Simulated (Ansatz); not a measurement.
# AlH2(OH) (AlH₃O): structure and electronic state

Aim: characterise AlH2(OH) (AlH₃O) as a singlet: its structure, frontier levels and distribution of charge.

The runs use Ansatz 0.2.0, Gaussian basis; RKS PBE0-D4/def2-TZVP.

Levels to be run: relaxation at r2SCAN-D4/def2-TZVP; a single point at PBE0-D4/def2-TZVP.

## (1) The system as given

5 atoms, charge 0, spin multiplicity 1.

Atoms are counted from 1 here; the program's logs count them from 0.

Bond lengths: Al1–H2 1.532 Å, Al1–H3 1.531 Å, Al1–O4 1.636 Å, O4–H5 0.949 Å. Angles: H2–Al1–H3 120.0°, H2–Al1–O4 120.0°, H3–Al1–O4 120.0°, Al1–O4–H5 179.6°.

The start is a GFN2-xTB geometry.

## (2) Optimising with r2SCAN-D4/def2-TZVP

in.yaml

```yaml
crystal:
  periodic: [false, false, false]
  atoms:
    - {symbol: Al, position_ang: [0.271770, 0.451120, -0.109270]}
    - {symbol: H, position_ang: [1.798980, 0.417230, -0.221380]}
    - {symbol: H, position_ang: [-0.481020, 1.769010, -0.311810]}
    - {symbol: O, position_ang: [-0.555450, -0.920030, 0.226660]}
    - {symbol: H, position_ang: [-1.034280, -1.717330, 0.415800]}
basis:
  gaussian: {orbitals: def2-TZVP}
hamiltonian: {xc: r2scan, dispersion: d4}
scf: {omitted_lower_state_checks: [starts]}
output: {orbitals: {seedname: orbitals}}
relax: {f_tol: 0.02, max_steps: 100}
```

Run with:

```bash
$ ansatz run in.yaml --threads 4 --pin off --events-out ev --progress --plain --max-ram 3916MiB
```

After this run come: Single point, PBE0-D4/def2-TZVP.

Q: Predict the results of all the runs planned. Wanted: point group; Al–O bond; HOMO, LUMO at PBE0-D4/def2-TZVP; dipole at r2SCAN-D4/def2-TZVP.

**Answer**, as computed:

```
                       quantity            value
                    point group               Cs
                      Al–O bond          1.697 Å
HOMO, LUMO at PBE0-D4/def2-TZVP  -8.38, -0.96 eV
  dipole at r2SCAN-D4/def2-TZVP           1.27 D
```

The molecule keeps its bonding pattern by the stored test; the atoms moved 0.28 Å (rms), and the angle Al1–O4–H5 went from 180° to 123°. No usable vibrations, so a minimum isn't proven. The HOMO lies nearest to H2 46 %; H3 33 % and the LUMO to Al1 47 %; H2, H3 about 21 % each.
